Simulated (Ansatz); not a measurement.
Geometry optimisation, RHF/STO-3G (Ansatz 0.2.0).

The input (input.yaml):

```yaml
crystal:
  periodic: [false, false, false]
  atoms:
    - { symbol: C, position_ang: [0.2166, 0.719, -0.4592] }
    - { symbol: C, position_ang: [-0.2686, -0.609, 0.0151] }
    - { symbol: O, position_ang: [-0.076, -0.7175, 1.3981] }
    - { symbol: Cl, position_ang: [-1.9186, -0.8444, -0.2982] }
    - { symbol: H, position_ang: [-0.0039, 0.8758, -1.5626] }
    - { symbol: H, position_ang: [-0.362, 1.5763, 0.062] }
    - { symbol: H, position_ang: [1.2623, 0.9184, -0.2727] }
    - { symbol: H, position_ang: [0.3264, -1.3822, -0.5029] }
    - { symbol: H, position_ang: [0.9124, -0.5826, 1.6033] }
basis:
  gaussian: { orbitals: STO-3G }
hamiltonian:
  xc: hf
relax:
  f_tol: 0.015
  max_steps: 40
```

Run as:

```bash
$ ansatz run input.yaml --threads 1 --pin off --max-ram 2048MiB --backend cpu --events-out ev --progress --plain --runs-dir out
```

Problem. Where does it end, and by what steps?

Solution. The forces met the threshold. Limits of this set-up: minimal basis. After 5 steps the energy has fallen by 0.696 eV; C1 moved furthest, 0.08 Å.

| step | energy less start (eV) | largest force component (eV/Å) | accepted |
| --- | --- | --- | --- |
| 0 | 0.0000 | 5.674 | yes |
| 1 | -0.6408 | 1.785 | yes |
| 2 | -0.6933 | 0.350 | yes |
| 3 | -0.6959 | 0.102 | yes |
| 4 | -0.6964 | 0.027 | yes |
| 5 | -0.6964 | 0.008 | yes |

```xyz
9
Properties=species:S:1:pos:R:3
C 0.206 0.798 -0.482
C -0.215 -0.597 0.042
O -0.074 -0.740 1.457
Cl -1.984 -0.877 -0.314
H 0.014 0.868 -1.548
H -0.350 1.575 0.033
H 1.268 0.945 -0.306
H 0.323 -1.388 -0.502
H 0.901 -0.631 1.603
```

The run took 4.8 s on 1 thread of Arm Neoverse V1 (shared host), peak memory 0.1 GiB.
